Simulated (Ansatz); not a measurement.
Species: C2H, charge 0, doublet. C2H (SMILES [C]#C, doublet).
B3LYP-D3(BJ)/def2-TZVP minimum from Ansatz (an electronic-structure program):
```xyz
3

C      0.0000     0.0000    -0.4720
C      0.0000     0.0000     0.7280
H      0.0000     0.0000    -1.5362
```
Charge 0, spin multiplicity 2.

Hartree-Fock and CCSD correlation energies in hartree (Ansatz). Radicals and triplets start from unrestricted determinants; spin-orbit coupling is neglected. Cores are frozen in correlated methods. No relativity. The UHF reference of C2H ([C]#C, doublet) is spin-contaminated (<S^2> up to 0.36 over the pure value in the sets run).

| basis | X | E(HF) | E(corr, CCSD) |
|---|---|---|---|
| cc-pVTZ | 3 | -76.17745 | -0.27510 |
| cc-pVQZ | 4 | -76.18236 | -0.28898 |
| cc-pV5Z | 5 | -76.18336 | withheld |

Task: Fit E(corr) = E∞ + A/X³ to X = 3 and 4, predict X = 5, and compare with the run.

Result: A = (-0.27510 - (-0.28898))/(1/27 - 1/64) = 0.6482; E∞ = -0.28898 - A/64 = -0.29911; at X = 5, E∞ + A/125 = -0.29392. The run gave -0.29351, 0.41 mEh above the prediction. The same form on X = 4 and 5 gives E∞ = -0.29826, 0.85 mEh above the first estimate.
